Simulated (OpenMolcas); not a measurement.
# One shape, several levels: PF3 (phosphorus trifluoride)

Aim: a comparison of 6 runs (HF/STO-3G, HF/3-21G, B2PLYP/pcseg-1, B3LYP/6-31G*, PBE0/def2-SVP, MP2/def2-TZVP) of PF3 (phosphorus trifluoride). 

Program for the calculation: OpenMolcas 26.06.

4 further runs of the same task are left out: 2 that didn't finish, 2 set aside as unsound or not needed.

## (1) Starting point

PF3: 4 atoms, total charge 0, spin state singlet. SMILES: `FP(F)F`. Geometry: relaxed at PBE0-D4/def2-TZVP.

Bond lengths: F1–P2 1.572 Å, P2–F3 1.572 Å, P2–F4 1.572 Å. Angles: F1–P2–F3 97.6°, F1–P2–F4 97.6°, F3–P2–F4 97.6°.

## (2) Energy and forces at HF/STO-3G (run 1)

test.input

```
&GATEWAY
BasLib = $CurrDir
Coord
4
angstrom
F        0.834400      -0.663200       0.874500
P       -0.297500       0.314600       0.392300
F       -1.061900      -0.696500      -0.536900
F        0.525000       1.045200      -0.730000
Basis = STO-3G
Group = NoSym
&SEWARD
&SCF
Thresholds = 1e-10 1e-07 1e-07 1e-05
PrOrbitals = 1 2
&ALASKA
```

The basis set STO-3G is read from a file made from the Basis Set Exchange's data (not shown).

Run with:

```
$ export MOLCAS_MEM=1860
$ pymolcas test.input > test.log
```

What it wrote:

```text
--- Start Module: gateway ---
[...]
--- Stop Module: gateway /rc=_RC_ALL_IS_WELL_ ---
[...]
      Basis functions           24
[...]
--- Start Module: scf ---
[...]
       Convergence after  12 Iterations
[...]
::    Total SCF energy                               -631.0207141340
[...]
      Total spin, S                                     0.0000000000
[...]
      Total electronic charge=   42.000000
      Total            charge=   -0.000000
[...]
      Dipole Moment (debye):
      Origin of the operator (angstrom)=   -0.0405    0.0428    0.0534
                   X= -6.3992E-01               Y=  6.7678E-01               Z=  8.4408E-01           Total=  1.2570E+00
      Quadrupole Moment (debye*angstrom):
[...]
--- Stop Module: scf /rc=_RC_ALL_IS_WELL_ ---
--- Start Module: alaska ---
[...]
 *              Molecular gradients               *
 **************************************************
  Irreducible representation: a
 ------------------------------------------------------------------------------------------
                              X                       Y                       Z
 ------------------------------------------------------------------------------------------
  F1               -3.36350600233057E-02    3.00187064108091E-02   -5.68199328625418E-03
  P2                4.50520467790714E-02   -4.75635309164506E-02   -5.93191200071743E-02
  F3                1.43736262465666E-02    3.08124184109957E-02    3.00346350778451E-02
  F4               -2.57906130023073E-02   -1.32675939053293E-02    3.49664782155941E-02
 ------------------------------------------------------------------------------------------
--- Stop Module: alaska /rc=_RC_ALL_IS_WELL_ ---
[...]
```

Run time: 2 s. Hardware: 1 thread of Arm Neoverse V1, shared host; peak memory 0.37 GiB.

## (3) Energy and forces at HF/3-21G (run 2)

test.input

```
* F3P Hartree-Fock

&GATEWAY
 BasLib
 $CurrDir
 Coord
 4
 bohr
 F      1.57678748    -1.25326637     1.65256550
 P     -0.56219352     0.59450784     0.74133956
 F     -2.00670017    -1.31619425    -1.01459396
 F      0.99210622     1.97514175    -1.37950007
 Basis
 3-21G
 Group
 NoSym

&SEWARD

&SCF
 Thresholds
 1e-10 1e-07 1e-07 1e-05
 PrOrbitals
 1 1

&ALASKA
```

The basis set 3-21G is read from a file made from the Basis Set Exchange's data (not shown).

Run with:

```
$ export MOLCAS_MEM=1860
$ pymolcas test.input > test.log
```

What it wrote:

```text
--- Start Module: gateway ---
[...]
--- Stop Module: gateway /rc=_RC_ALL_IS_WELL_ ---
[...]
      Basis functions           40
[...]
--- Start Module: scf ---
[...]
       Convergence after  11 Iterations
[...]
::    Total SCF energy                               -635.7710850170
[...]
      Total spin, S                                     0.0000000000
[...]
      Total electronic charge=   42.000000
      Total            charge=   -0.000000
[...]
      Dipole Moment (debye):
      Origin of the operator (angstrom)=   -0.0405    0.0428    0.0534
                   X= -1.1071E+00               Y=  1.1709E+00               Z=  1.4603E+00           Total=  2.1747E+00
      Quadrupole Moment (debye*angstrom):
[...]
--- Stop Module: scf /rc=_RC_ALL_IS_WELL_ ---
--- Start Module: alaska ---
[...]
 *              Molecular gradients               *
 **************************************************
  Irreducible representation: a
 ------------------------------------------------------------------------------------------
                              X                       Y                       Z
 ------------------------------------------------------------------------------------------
  F1               -2.61678705271837E-02    2.30297790373459E-02   -7.34979306955807E-03
  P2                3.17852909246241E-02   -3.35360437927896E-02   -4.18248253955245E-02
  F3                1.39874826640884E-02    2.36864031725581E-02    2.25216632319256E-02
  F4               -1.96049030615537E-02   -1.31801384170895E-02    2.66529552331551E-02
 ------------------------------------------------------------------------------------------
--- Stop Module: alaska /rc=_RC_ALL_IS_WELL_ ---
[...]
```

Wall time 2.1 s (1 thread of Arm Neoverse V1, shared host); peak memory 0.37 GiB.

Runs 3 to 4 aren't shown in full; the table further down has their settings and results.

## (4) Energy and forces at PBE0/def2-SVP (run 5)

calc.input

```
&gateway
  baslib
  $CurrDir
  basisset
  F.def2-SVP....
  F1 0.834400 -0.663200 0.874500 angstrom
  F3 -1.061900 -0.696500 -0.536900 angstrom
  F4 0.525000 1.045200 -0.730000 angstrom
  End of Basis
  basisset
  P.def2-SVP....
  P2 -0.297500 0.314600 0.392300 angstrom
  End of Basis

&seward
  gridinput
  Grid=UltraFine
  End of Grid

&scf
  ksdft
  PBE0
  thresholds
  1e-10 1e-07 1e-07 1e-05
  prorbitals
  1

&alaska
```

The basis set def2-SVP is read from a file made from the Basis Set Exchange's data (not shown).

Run with:

```
$ export MOLCAS_MEM=1860
$ pymolcas calc.input > calc.log
```

What it wrote:

```text
--- Start Module: gateway ---
[...]
--- Stop Module: gateway /rc=_RC_ALL_IS_WELL_ ---
[...]
      Basis functions           60
[...]
--- Start Module: scf ---
[...]
       Convergence after  11 Iterations
[...]
::    Total KS-DFT energy                            -640.2065352606
[...]
      Total spin, S                                     0.0000000000
[...]
      Total electronic charge=   42.000000
      Total            charge=   -0.000000
[...]
      Dipole Moment (debye):
      Origin of the operator (angstrom)=   -0.0405    0.0428    0.0534
                   X= -5.5753E-01               Y=  5.8992E-01               Z=  7.3573E-01           Total=  1.0955E+00
      Quadrupole Moment (debye*angstrom):
[...]
--- Stop Module: scf /rc=_RC_ALL_IS_WELL_ ---
[...]
--- Start Module: alaska ---
[...]
 *              Molecular gradients               *
 **************************************************
  Irreducible representation: a
 ------------------------------------------------------------------------------------------
                              X                       Y                       Z
 ------------------------------------------------------------------------------------------
  F1               -1.39008568479220E-02    1.20106922388459E-02   -5.91791808175834E-03
  F3                9.35788041149443E-03    1.23843527316687E-02    1.13788767825600E-02
  F4               -1.00983873494229E-02   -8.96840478767125E-03    1.37818732880923E-02
  P2                1.46413637858185E-02   -1.54266401828345E-02   -1.92428319889366E-02
 ------------------------------------------------------------------------------------------
--- Stop Module: alaska /rc=_RC_ALL_IS_WELL_ ---
[...]
```

Run time: 9.9 s. Hardware: 1 thread of Arm Neoverse V1, shared host; peak memory 0.39 GiB.

## (5) A single-point energy at MP2/def2-TZVP (run 6)

test.input

```
&GATEWAY
BasLib=$CurrDir
Coord
4
bohr
F      1.57678748    -1.25326637     1.65256550
P     -0.56219352     0.59450784     0.74133956
F     -2.00670017    -1.31619425    -1.01459396
F      0.99210622     1.97514175    -1.37950007
Basis=def2-TZVP
Group=NoSym
&SEWARD
&SCF
Thresholds=1e-10 1e-07 1e-07 1e-05
PrOrbitals=1 2
&MBPT2
Frozen=8
```

The basis set def2-TZVP is read from a file made from the Basis Set Exchange's data (not shown).

Run with:

```
$ export MOLCAS_MEM=1860
$ pymolcas test.input > test.log
```

What it wrote:

```text
--- Start Module: gateway ---
[...]
--- Stop Module: gateway /rc=_RC_ALL_IS_WELL_ ---
[...]
      Basis functions          130
[...]
--- Start Module: scf ---
[...]
       Convergence after  13 Iterations
[...]
::    Total SCF energy                               -639.3178835377
[...]
      Total spin, S                                     0.0000000000
[...]
      Total electronic charge=   42.000000
      Total            charge=   -0.000000
[...]
      Dipole Moment (debye):
      Origin of the operator (angstrom)=   -0.0405    0.0428    0.0534
                   X= -6.3705E-01               Y=  6.7405E-01               Z=  8.4067E-01           Total=  1.2518E+00
      Quadrupole Moment (debye*angstrom):
[...]
--- Stop Module: scf /rc=_RC_ALL_IS_WELL_ ---
[...]
--- Start Module: mbpt2 ---
[...]
WARNING!
Default frozen orbitals as non valence orbitals is overwritten by user input.
Default values:   8
[...]
       Reference weight ( Cref**2 )         =        0.84477
::    Total MBPT2 energy                             -640.2041441518
[...]
      Total MBPT2 calculations                           1.10      1.22
--- Stop Module: mbpt2 /rc=_RC_ALL_IS_WELL_ ---
[...]
```

Wall time 24 s (1 thread of Arm Neoverse V1, shared host); peak memory 0.91 GiB.

## (6) All runs side by side

```
run                               level      task  frozen core orbitals  energy (Eh)  dipole moment (D) of the reference  HOMO energy (eV)  LUMO energy (eV)  wall time
  1                           HF/STO-3G  gradient                     –  -631.020714                                1.26             -8.34             11.85        2 s
  2                            HF/3-21G  gradient                     –  -635.771085                                2.17            -12.76              4.45      2.1 s
  3                      B2PLYP/pcseg-1    energy                     8  -640.529362                                1.40            -10.64              1.23      9.6 s
  4  B3LYP/6-31G* (spherical functions)  gradient                     –  -640.949426                                0.97             -8.63              0.15       11 s
  5                       PBE0/def2-SVP  gradient                     –  -640.206535                                1.10             -9.06              0.35      9.9 s
  6                       MP2/def2-TZVP    energy                     8  -640.204144                                1.25            -12.63              3.41       24 s
```

## (7) Summary of results

| quantity | value |
| --- | --- |
| run 6: total energy | -640.20414 Eh |
| run 6: dipole moment (mean-field density) | 1.25 D |
| run 6: HOMO energy (Hartree–Fock orbitals) | -12.63 eV |
| run 6: LUMO energy (Hartree–Fock orbitals) | 3.41 eV |
| run 6: HOMO–LUMO gap (Hartree–Fock orbitals) | 16.04 eV |
| run 6: correlation energy (8 core orbitals frozen) | -886.3 mEh |

What this shows: Over runs 1, 2, 3, 4, 5 the dipole moment (its size) runs from 0.97 D (B3LYP/6-31G*) to 2.17 D (HF/3-21G). The two ends differ in method and basis. Over runs 1, 2, 3, 4, 5 the HOMO–LUMO gap runs from 8.78 eV (B3LYP/6-31G*) to 20.19 eV (HF/STO-3G). For B2PLYP the log adds the whole second-order term; the table takes 0.27 of it, as the functional is defined. Totals of different functionals can't be ranked against each other. In run 1 the basis is minimal, so the values are rough. All runs together took 59 s, the longest 24 s.
